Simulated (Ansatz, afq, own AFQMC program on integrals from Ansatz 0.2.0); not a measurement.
**AlGeH4, doublet in 6-31G, levels against AFQMC with the constraint released**

```xyz
6

Ge    0.0000   -0.0052    0.7874
Al    0.0000   -0.0052   -1.8757
H    -1.1260   -0.0052   -0.5209
H     1.1260   -0.0052   -0.5209
H     0.0000   -1.4079   -2.6069
H     0.0000    1.9333   -2.8861
```

Connectivity, by distances: Ge–AlH ··· H, 2 bridging H.

Basis 6-31G. Only valence electrons are correlated. Ansatz 0.2.0 and our own AFQMC program on the same integrals; the CISD trial comes from CCSD amplitudes, and released means the phaseless constraint is let go. ± is one standard error of the sampling. No spin–orbit coupling.

Determinant: UHF, the one that the program's search chose, which needn't be the lowest solution. The geometry is a point of a scan.

No full CI on the walks' own integrals is used here. The released AFQMC energy serves as the reference, which it does only where one determinant dominates, the energy is flat over the last release times and near the phaseless one (40 meV or 2 meV an electron, half that with transition metals). On small molecules, where full CI could be run and the noise was under 10 meV, such values lay within 10 meV of it in 19 cases of 20, a flattering rate, since the rule was set on those same cases; what remains of the bias isn't in the error bar.

Cautions: no relativity below Rb; no spin-orbit coupling; inner d shell frozen; the released value is read at 2.40 1/Eh (meV from the phaseless value at times in 1/Eh: 6 ± 10 at 0.24, 2 ± 8 at 0.51, 8 ± 6 at 0.99, 17 ± 7 at 1.62, 13 ± 8 at 2.40).

```
T1 diagnostic                               : 0.0213
weight of the determinant in the CISD state : 0.881
⟨S²⟩ of the determinant                     : 0.777
size of the correlated space                : 11 electrons in 31 orbitals
```

Reference: AFQMC with the constraint released, correlation energy -3.506 ± 0.008 eV.

```tsv
level	E − E(reference) (kcal/mol)	share of correlation (%)
HF	80.86 ± 0.18	0.00
MP2	24.50 ± 0.18	69.70
CCSD	2.47 ± 0.18	96.95
CCSD(T)	0.70 ± 0.18	99.13
ph-AFQMC/CISD	-0.31 ± 0.33	100.38
```

A walk keeps the symmetry of its determinant, which the program's search chose and which needn't be the lowest solution, so a lower state of the same spin and another symmetry isn't excluded. Released energies are given only where the last usable release times agree within the noise; a slower fall can still hide under it.
